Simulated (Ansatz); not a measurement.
Consider the ligand exchange at the Si–N bond: `N[Si]S` + H₂S → `S[Si]S` + NH₃.

Gas-phase electronic energies from Ansatz, PBE0-D4/def2-TZVP geometries. CCSD(T)/CBS is extrapolated from def2-TZVPP and def2-QZVPP, frozen cores. Functionals use def2-TZVPP. HSE06 is defined as in plane-wave codes. Each species was taken in one conformer, which may not be the lowest.

```
 species  HSE06 energy (Eh)
`N[Si]S`         -743.98347
     H₂S         -399.25468
`S[Si]S`        -1086.72610
     NH₃          -56.51254
```

**Question.** Work out ΔE.

**Answer.** ΔE = (-1086.72610) + (-56.51254) − (-743.98347) − (-399.25468) = -0.00049 Eh = -0.3 kcal/mol. CCSD(T)/CBS gives +0.8 kcal/mol.

Largest T1 diagnostic among the species: 0.015.

At CCSD(T), def2-SVP lies +2.1 kcal/mol from the extrapolated value and def2-TZVPP +0.7 kcal/mol. Leaving LDA and LC-ωPBE aside and taking each functional with its dispersion term where it has one, the values, not all of them listed here, spread over 4.7 kcal/mol, from revPBE-D4 to CAM-B3LYP-D4. LDA lies +1.6 kcal/mol from PBE without D4.
